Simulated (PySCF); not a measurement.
B(OH)2, doublet: structure and spectrum

Computed with PySCF, UPBE0, basis B def2-TZVP, O def2-TZVP, H def2-TZVP (no relativity, density fitting).

The structure is a minimum.

Coordinates in bohr (charge 0 multiplicity 2):
```
B     0.0000    0.0000   -0.9032
O     2.2526   -0.4654    0.1841
O    -2.2526    0.4654    0.1841
H     2.2875   -0.4726    2.0112
H    -2.2875    0.4726    2.0112
```

* Point group: C2v
* Bond lengths: B–O 1.346 Å (×2), O–H 0.967 Å (×2)
* Bond angles: B–O–H 116.4° (×2), O–B–O 129.4°
* Spin squared ⟨S²⟩: 0.752
* Dipole moment: 3.25 D
* Rotational constants: 3.305, 0.334, 0.3033 cm⁻¹
* Entropy at 298.15 K and 1 bar (electronic part: spin only): 255.5 J/(mol K)
* Principal polarisabilities: 20.6, 28.5, 29.9 bohr³
* Rotational symmetry number: 2
* Lowest empty level (β): -1.36 eV
* Enthalpy at 298.15 K above 0 K: 12.23 kJ/mol
* Zero-point energy: 80.1 kJ/mol
* Highest occupied level (α): -5.98 eV
* Atomisation energy without zero-point energy: 1956 kJ/mol
* Principal quadrupole moments (Buckingham, traceless) about the centre of mass: -4.37, -0.27, 4.65 D Å
* Heat capacity Cp at 298.15 K: 54.9 J/(mol K)

Harmonic modes (masses in u: B 11.009, O 15.995, H 1.008):
| symmetry | ω (cm⁻¹) | IR (km/mol) | μ (u) |
| --- | --- | --- | --- |
| a2 | 378 | 0.0 | 1.07 |
| a1 | 471 | 22.6 | 2.63 |
| b1 | 562 | 199 | 1.85 |
| b2 | 890 | 210 | 1.10 |
| a1 | 975 | 20.7 | 2.58 |
| a1 | 1183 | 4.0 | 2.64 |
| b2 | 1457 | 386 | 11.32 |
| b2 | 3739 | 1.7 | 1.07 |
| a1 | 3739 | 0.5 | 1.06 |

In C2v the vibrations span a2 + 4a1 + b1 + 3b2. Here b1 is antisymmetric to the molecular plane and b2 lies in it. The a2 mode carries no infrared intensity, as symmetry demands.

Charges (e):
| atom | Mulliken | Löwdin | polar tensor | spin (Mulliken) | Mayer order to B1 |
| --- | --- | --- | --- | --- | --- |
| B1 | 0.22 | -0.74 | 0.74 | 0.86 | – |
| O2,3 | -0.40 | 0.18 | -0.59 | 0.00 | 1.40 |
| H4,5 | 0.29 | 0.19 | 0.22 | 0.07 | 0.08 |
Other Mayer orders above 0.3: O–H 0.86 (×2).

Mulliken populations on B1: s 2.88, p 1.64, d 0.23, f 0.04.

This need not be the most stable arrangement of these atoms. At this level a doublet minimum of Cs symmetry lies 18 kJ/mol below this structure.

The final relaxation and frequency run took 42 s on 4 threads of a shared Arm Neoverse V1 host, with 105 basis functions and 14 gradients; the process peaked at 1.4 GiB.
